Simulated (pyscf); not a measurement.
Thermochemistry of product channels of HO–Si(OH)(F)–F + hydrogen chloride (HCl) on the singlet surface, in kJ/mol, from CCSD(T)/def2-TZVPP + ΔMP2(QZVPP) energies (ideal gas, 1 atm, RRHO with modes under 100 cm⁻¹ raised to 100, one conformer, R ln 2 for rigid chiral ones). Single points on ωB97X-D3(BJ)/def2-SVP structures (PySCF, gas phase). Correlated levels are frozen-core, on RHF or UHF. ΔMP2 is the change of the MP2 total energy from the triple- to the quadruple-zeta basis.

| products | ΔE | ΔH(298 K) | ΔG(900 K) | ΔG(1200 K) |
|---|---|---|---|---|
| HO–Si(OH)(F)–Cl + hydrogen fluoride (HF) | … | +58.7 | +60.1 | +60.3 |
| HO–SiH(OH)–F + F–Cl | +456.4 | +456.2 | +445.2 | … |

Problem. Some entries are withheld; supply them.

Solution. 
- HO–Si(OH)(F)–Cl + hydrogen fluoride (HF), ΔE: +54.5
- HO–SiH(OH)–F + F–Cl, ΔG(1200 K): +442.2

These are energies of the channels, which say nothing of barriers. The CCSD(T) − MP2 part came from Ansatz, without density fitting, on the same reference.
